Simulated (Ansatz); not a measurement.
A made-up structure of NaSiH₃, closed shell:

```
atom    x (Å)    y (Å)    z (Å)
 Na1  -1.9944   0.5877   0.2779
 Si2   0.1241  -0.0366  -0.0173
  H3   0.5435   0.2114  -1.4966
  H4   0.2761  -1.5512   0.3121
  H5   1.0508   0.7887   0.9239
```

It is relaxed with PBE-D4/def2-SVP and then PBE0-D4/def2-TZVP (Ansatz 0.2.0). Atoms count as bonded within 1.22 times the sum of their covalent radii (H–H: 0.88 Å). The end point is not checked to be a true minimum.

Q: Does its bonding change? (Judge from chemistry; the calculation decides.)

A: By the calculation: No: no bond forms or breaks.

Where it ends: The first stage lowers the energy by 0.94 eV in 6 steps. It ends as NaSiH₃ ([Na][SiH3]):
Na1  (-2.462, 0.726, 0.343)
Si2  (0.153, -0.045, -0.021)
H3  (0.696, 0.139, -1.413)
H4  (0.448, -1.493, 0.262)
H5  (1.165, 0.674, 0.829)
(Å)

Labels in which every atom is bracketed show which atoms are joined, not bond orders.

For scale, one of the runs: PBE0-D4/def2-TZVP relaxation, 87 basis functions, launched by `ansatz run in.yaml --threads 2 --pin off --events-out ev --progress --plain --max-ram 4352MiB`. Hardware: 2 CPU threads of an Arm Neoverse V1, shared host. Wall time about 6.5 s.
